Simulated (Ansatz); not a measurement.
# CHAl (singlet): the correlation ladder at scale of all distances = 1.000, 6-31G

How much of the correlation energy of CHAl (singlet) does each wave-function method recover here?

Method: 6-31G, core rule «outside noble gas», up to 6 orbitals frozen; program: Ansatz 0.2.0, Gaussian basis.

To be run: UHF; CCSD(T) on RHF; CCSD(T) on UHF; BCCD(T) on RHF; CISD; CCSDT(Q) on RHF; CCSDT(Q) on UHF; CISDTQ; CCSDTQ on RHF; CCSDTQ on UHF; CASSCF and MRCISD+Q, 2 electrons in 2 orbitals; CASSCF and NEVPT2, 2 electrons in 2 orbitals; CASSCF and MRCISD+Q, 8 electrons in 9 orbitals; CASSCF and NEVPT2, 8 electrons in 9 orbitals; Full CI.

21 further runs of the same task are left out: 2 for a known fault of the program, 15 that didn't finish, 4 set aside as unsound or not needed.

### Step 1. What is computed

The geometry derives from a PBE0/def2-TZVP stationary point (not a proven minimum). All distances are scaled together.

3 atoms, charge 0, spin multiplicity 1.

Atoms are counted from 1 here; the program's logs count them from 0.

Bond lengths: Al1–C2 1.924 Å, Al1–H3 1.591 Å. Angles: C2–Al1–H3 180.0°.

Geometry (Å):

```
atom   x (Å)   y (Å)    z (Å)
 Al1  0.0000  0.0000   0.1108
  C2  0.0000  0.0000  -1.8127
  H3  0.0000  0.0000   1.7019
```

### Step 2. UHF

in.yaml

```yaml
crystal:
  periodic: [false, false, false]
  atoms:
    - {symbol: Al, position_ang: [0.000000, 0.000000, 0.110806]}
    - {symbol: C, position_ang: [0.000000, 0.000000, -1.812723]}
    - {symbol: H, position_ang: [0.000000, 0.000000, 1.701917]}
basis:
  gaussian: {orbitals: 6-31G}
magnetization: {spin_polarized: true, initial_magnetization: 0}
hamiltonian: {xc: hf}
output: {orbitals: {seedname: orbitals}}
```

Run with:

```console
ansatz run in.yaml --threads 1 --pin off --events-out ev --progress --plain --max-ram 2393MiB
```

After this run come: CCSD(T) on RHF; CCSD(T) on UHF; BCCD(T) on RHF; CISD; CCSDT(Q) on RHF; CCSDT(Q) on UHF; CISDTQ; CCSDTQ on RHF; CCSDTQ on UHF; CASSCF and MRCISD+Q, 2 electrons in 2 orbitals; CASSCF and NEVPT2, 2 electrons in 2 orbitals; CASSCF and MRCISD+Q, 8 electrons in 9 orbitals; CASSCF and NEVPT2, 8 electrons in 9 orbitals; Full CI.

Q: Predict the results of all the runs planned. Wanted: FCI below the RHF energy; RMP2 from FCI; RCCSD from FCI; RCCSD(T) from FCI; RCCSDT(Q) from FCI; NEVPT2 valence from FCI; MRCISD+Q valence from FCI; T1 diagnostic; effectively unpaired electrons.

The runs gave:

```
                         quantity                                                 value
         FCI below the RHF energy                                            -4.1111 eV
                    RMP2 from FCI                                       +24.42 kcal/mol
                   RCCSD from FCI                                        +6.82 kcal/mol
                RCCSD(T) from FCI                                        +2.78 kcal/mol
               RCCSDT(Q) from FCI                                        +0.80 kcal/mol
          NEVPT2 valence from FCI                                        +5.91 kcal/mol
        MRCISD+Q valence from FCI                                        +0.22 kcal/mol
levels within 1 kcal/mol (43 meV)  RCCSDT(Q), RCCSDTQ, MRCISD valence, MRCISD+Q valence
                    T1 diagnostic                                                 0.031
   effectively unpaired electrons                                                  2.11
```

What this shows: RCCSD(T) lands +2.78 kcal/mol from the yardstick (2.9 % of the correlation energy). The occupations show strong static correlation (2.1 unpaired electrons where one determinant has 0). Coupled cluster on one determinant still stays close here. Of the multireference levels listed MRCISD+Q valence comes nearest in total energy (+0.22 kcal/mol), which doesn't show that its space is the better one. These misses are within one basis, not against nature.
